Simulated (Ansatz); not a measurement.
Geometry optimisation, Ansatz, RKS revPBE/def2-SVP.

Input:

```yaml
crystal:
  periodic: [false, false, false]
  atoms:
    - { symbol: Al, position_ang: [0.0, 0.0, 0.0] }
    - { symbol: Cl, position_ang: [1.5382, 0.0, 1.8812] }
    - { symbol: H, position_ang: [1.7598, 0.0, 0.023] }
    - { symbol: C, position_ang: [-1.706, 0.0, -0.985] }
    - { symbol: H, position_ang: [-2.2662, -0.9305, -0.7558] }
    - { symbol: H, position_ang: [-2.3102, 0.8797, -0.6796] }
    - { symbol: H, position_ang: [-1.5043, 0.0508, -2.0753] }
basis:
  gaussian: { orbitals: def2-SVP }
hamiltonian:
  xc: revpbe
relax:
  f_tol: 0.15
  max_steps: 25
  restrain:
    - { distance: [1, 2], at: 1.37, k: 30.0 }
    - { distance: [0, 1], at: 3.43, k: 30.0 }
    - { distance: [0, 2], at: 2.76, k: 30.0 }
```

Run as:

```bash
$ ansatz run input.yaml --threads 2 --pin off --max-ram 3072MiB --backend cpu --events-out ev --progress --plain --runs-dir out
```

Where does it end, and by what steps?

The run converged. The restraints hold the end off the free minimum. After 13 steps the energy has fallen by 0.261 eV (the restraints' own energy left out); Al1 moved furthest, 1.29 Å. Parted: Al1–Cl2 (2.43 → 3.43 Å). Joined: Cl2–H3 (1.87 → 1.34 Å).

```json
{"step": "0", "energy less start (eV)": "0.0000", "largest force component (eV/Å)": "3.243", "accepted": "yes"}
{"step": "1", "energy less start (eV)": "1.1480", "largest force component (eV/Å)": "6.016", "accepted": "yes"}
{"step": "2", "energy less start (eV)": "2.3268", "largest force component (eV/Å)": "9.029", "accepted": "yes"}
{"step": "3", "energy less start (eV)": "2.1301", "largest force component (eV/Å)": "9.078", "accepted": "yes"}
{"step": "4", "energy less start (eV)": "0.9960", "largest force component (eV/Å)": "4.905", "accepted": "yes"}
{"step": "5", "energy less start (eV)": "0.1625", "largest force component (eV/Å)": "1.356", "accepted": "yes"}
{"step": "6", "energy less start (eV)": "-0.1118", "largest force component (eV/Å)": "1.102", "accepted": "yes"}
{"step": "7", "energy less start (eV)": "-0.1774", "largest force component (eV/Å)": "0.736", "accepted": "yes"}
{"step": "8", "energy less start (eV)": "-0.2181", "largest force component (eV/Å)": "0.685", "accepted": "yes"}
{"step": "9", "energy less start (eV)": "-0.2279", "largest force component (eV/Å)": "0.658", "accepted": "yes"}
{"step": "10", "energy less start (eV)": "-0.2421", "largest force component (eV/Å)": "0.800", "accepted": "yes"}
{"step": "11", "energy less start (eV)": "-0.2522", "largest force component (eV/Å)": "0.696", "accepted": "yes"}
{"step": "12", "energy less start (eV)": "-0.2562", "largest force component (eV/Å)": "0.717", "accepted": "yes"}
{"step": "13", "energy less start (eV)": "-0.2611", "largest force component (eV/Å)": "0.643", "accepted": "yes"}
```

```xyz
7
Properties=species:S:1:pos:R:3
Al 0.248 0.019 -1.265
Cl 1.426 -0.016 1.958
H 2.088 0.005 0.788
C -1.753 0.001 -1.050
H -2.108 -0.917 -0.526
H -2.117 0.873 -0.460
H -2.272 0.035 -2.036
```

Run time: 12 s on 2 threads of Arm Neoverse V2, on a shared host, peak memory 0.13 GiB.
